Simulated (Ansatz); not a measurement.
Born–Oppenheimer molecular dynamics of CH6OSi (9 atoms, charge 0, multiplicity 1). It starts from a relaxed structure.

Method: RKS PBE0-D4/6-31G* (Ansatz 0.2.0).

- ensemble: NVE (velocity Verlet)
- time step: 1 fs
- steps asked: 150
- starting velocities drawn for: 500 K
- masses: H 2.014 u
- seed: 889509

First frame:

```xyz
9
Properties=species:S:1:pos:R:3
Si -0.045 -0.064 -0.090
H -0.187 -0.255 1.387
O 1.558 0.052 -0.529
H 2.111 -0.706 -0.310
C -0.868 1.522 -0.625
H -1.934 1.511 -0.373
H -0.410 2.385 -0.131
H -0.776 1.662 -1.707
H -0.700 -1.240 -0.744
```

(1) How far do the bonds stretch over the last three quarters of this one trajectory? (Pairs bonded in most of those frames.)

Answers

(1) 
| bond | mean (Å) | spread (Å) | shortest | longest |
| --- | --- | --- | --- | --- |
| Si1–H2 | 1.501 | 0.041 | 1.44 | 1.56 |
| Si1–O3 | 1.670 | 0.020 | 1.64 | 1.70 |
| Si1–C5 | 1.886 | 0.054 | 1.81 | 1.99 |
| Si1–H9 | 1.492 | 0.018 | 1.46 | 1.52 |
| O3–H4 | 0.966 | 0.013 | 0.95 | 0.99 |
| C5–H6 | 1.099 | 0.022 | 1.06 | 1.14 |
| C5–H7 | 1.099 | 0.006 | 1.09 | 1.11 |
| C5–H8 | 1.099 | 0.028 | 1.05 | 1.15 |

Mean temperature of the second half: 248 K. The conserved energy stayed within 0.47 meV per atom of its start (net change 0.25 meV per atom), so the integration is sound. Over the second half the temperature averaged 0.50 of the 500 K drawn at the start: a run that starts near a minimum puts about half its kinetic energy into the potential. A run of 0.15 ps of so small a system gives no equilibrium averages.

Time of the run: 4.9 min on 1 thread of Arm Neoverse V1 (shared host), peak memory 0.11 GiB.
